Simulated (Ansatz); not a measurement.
**HCl (hydrogen chloride): levels of theory compared**

Wanted: a comparison of 6 runs (PBE/3-21G, PBE0/3-21G, CAM-B3LYP/6-31G*, PBE0/6-31G*, BCCD(T)/3-21G, UCCSD(T)/6-31G*) of HCl (hydrogen chloride). 

The calculation is run with Ansatz 0.2.0.

56 further runs of the same task are left out: 2 that didn't finish, 54 set aside as unsound or not needed.

### Step 1. The system as given

HCl has 2 atoms, charge 0, and is taken as a singlet. SMILES: `Cl`. The H2–Cl1 distance was set to 3.197 Å, away from the relaxed value.

### Step 2. The energy at PBE/3-21G (run 1)

Input file job.yaml:

```yaml
crystal:
  periodic: [false, false, false]
  atoms:
    - {symbol: Cl, position_ang: [2.184018, -0.714006, 1.123209]}
    - {symbol: H, position_ang: [-0.546000, 0.178500, -0.280800]}
basis:
  gaussian: {orbitals: 3-21G.json}
hamiltonian: {xc: {name: PBE}}
accuracy: high
```

The basis set 3-21G is read from a file made from the Basis Set Exchange's data (not shown).

Run with:

```console
$ ansatz run job.yaml --threads 1 --pin off --max-ram 2610MiB --events-out events.jsonl --progress --plain --runs-dir runs
```

Output:

```text
Warning: RAYON_NUM_THREADS=1 ignored (pool sized by the plan → 1); use --threads N
Functional definition: PBE
  name "PBE"
  parameter kappa = 0.804
  parameter beta = 0.06672455060314922
  exchange = pbe_x(kappa = kappa, mu = beta*pi^2/3)
  correlation = pbe_c(beta = beta)
248 factors; integrals over basis functions are off by at most 4.4e-9 eV
mean field evaluation 1: about -12461.9001 eV, gradient 2.5e1 eV
mean field evaluation 2: about -12445.1803 eV, gradient 6.2e1 eV
mean field evaluation 4: about -12464.3586 eV, gradient 1.7e1 eV
mean field evaluation 8: about -12466.4747 eV, gradient 1.6e1 eV
mean field evaluation 16: about -12468.2783 eV, gradient 6.6e-9 eV
mean field -12468.27830918 eV, -458.2007765599 hartree, gradient 4.7e-9 eV, S^2 0.000000; 1 other end points of the search recorded, 0 dependent functions left out
reference -12468.27831091 eV, -458.2007766235 hartree; 9, 9 occupied and 6, 6 virtual orbitals, 248 factors
Total energy: -12468.27831091 eV, -458.2007766235 hartree
```

Wall time 0.38 s (1 thread of Arm Neoverse V2, shared host).

### Step 3. A single-point energy at PBE0/3-21G (run 2)

Input file input.yaml:

```yaml
crystal:
  periodic: [false, false, false]
  atoms:
    - symbol: Cl
      position_ang: [2.184018, -0.714006, 1.123209]
    - symbol: H
      position_ang: [-0.546000, 0.178500, -0.280800]
basis:
  gaussian:
    orbitals: 3-21G.json
hamiltonian:
  xc: pbe0
accuracy: high
```

The basis set 3-21G is read from a file made from the Basis Set Exchange's data (not shown).

Run with:

```console
$ ansatz run input.yaml --threads 1 --pin off --max-ram 2610MiB --events-out events.jsonl --progress --plain --runs-dir runs
```

Output:

```text
Warning: RAYON_NUM_THREADS=1 ignored (pool sized by the plan → 1); use --threads N
Functional definition: PBE0
  name "PBE0"
  parameter a = 0.25
  parameter kappa = 0.804
  parameter beta = 0.06672455060314922
  exchange = (1 - a)*pbe_x(kappa = kappa, mu = beta*pi^2/3) + a*exact_x
  correlation = pbe_c(beta = beta)
248 factors; integrals over basis functions are off by at most 4.4e-9 eV
mean field evaluation 1: about -12463.3511 eV, gradient 2.3e1 eV
mean field evaluation 2: about -12448.7434 eV, gradient 5.5e1 eV
mean field evaluation 4: about -12461.5039 eV, gradient 3.2e1 eV
mean field evaluation 8: about -12468.8494 eV, gradient 1.3e-3 eV
mean field evaluation 16: about -12468.2154 eV, gradient 1.1e1 eV
mean field -12468.84942033 eV, -458.2217645075 hartree, gradient 3.0e-8 eV, S^2 0.000000; 1 other end points of the search recorded, 0 dependent functions left out
reference -12468.84942163 eV, -458.2217645553 hartree; 9, 9 occupied and 6, 6 virtual orbitals, 248 factors
Total energy: -12468.84942163 eV, -458.2217645553 hartree
```

Wall time 0.34 s (1 thread of Arm Neoverse V2, shared host).

Runs 3 to 5 aren't shown in full; the table further down has their settings and results.

### Step 4. The energy at UCCSD(T)/6-31G(d) (spherical functions) (run 6)

Input file input.yaml:

```yaml
crystal:
  periodic: [false, false, false]
  atoms:
    - {symbol: Cl, position_ang: [2.184018, -0.714006, 1.123209]}
    - {symbol: H, position_ang: [-0.546000, 0.178500, -0.280800]}
basis:
  gaussian: {orbitals: 6-31G_st_-spherical.json}
magnetization: {spin_polarized: true}
correlation: {method: ccsd_t, frozen_orbitals: {Cl: 5, H: 0}}
accuracy: high
scf: {omitted_lower_state_checks: [cluster_reference, increment]}
```

The basis set 6-31G* is read from a file made from the Basis Set Exchange's data (not shown).

Run with:

```console
$ ansatz run input.yaml --threads 1 --pin off --max-ram 2610MiB --events-out events.jsonl --progress --plain --runs-dir runs
```

Output:

```text
Warning: RAYON_NUM_THREADS=1 ignored (pool sized by the plan → 1); use --threads N
[... 18 lines left out ...]
5 core orbitals not correlated: weight in the atoms' cores, before any rotation towards them, 1.000 or more for the frozen orbitals, at most 0.000 for the correlated occupied ones
[... 28 lines left out ...]
Total energy: -12519.04736952 eV, -460.0665051146 hartree
Checks for a lower state left out: cluster_reference, increment
```

It took 0.58 s on 1 thread of Arm Neoverse V2, shared host.

### Step 5. All runs side by side

```tsv
run	level	frozen core orbitals	energy (Eh)	wall time
1	PBE/3-21G	–	-458.200777	0.38 s
2	PBE0/3-21G	–	-458.221765	0.34 s
3	CAM-B3LYP/6-31G* (spherical functions)	–	-460.563856	0.56 s
4	PBE0/6-31G* (spherical functions)	–	-460.409413	0.5 s
5	BCCD(T)/3-21G	5	-457.811784	0.2 s
6	UCCSD(T)/6-31G* (spherical functions)	5	-460.066505	0.58 s
```

### Step 6. Results

| quantity | value |
| --- | --- |
| run 6: total energy | -460.06651 Eh |
| run 6: correlation energy (5 core orbitals frozen) | -121.2 mEh |
| run 6: (T) correction | -1.57 mEh |
| run 6: ⟨S²⟩ of the reference determinant | 0.996 |
| run 6: T1 diagnostic | 0.006 |

What this shows: Totals of different functionals can't be ranked against each other. In run 5 the log says that unrestricted orbitals would lower the reference, so the values rest on an unstable closed-shell determinant (other closed-shell runs at this shape may share the fault). In runs 1, 2, 3, 4 a closed-shell determinant meets a far-stretched bond, which it describes badly. Spin contamination of the reference: run 6 ⟨S²⟩ = 1.00. Where it is this large, the reference is a mixture of spin states, and values that rest on it are in doubt. All runs together took 2.6 s, the longest 0.58 s.
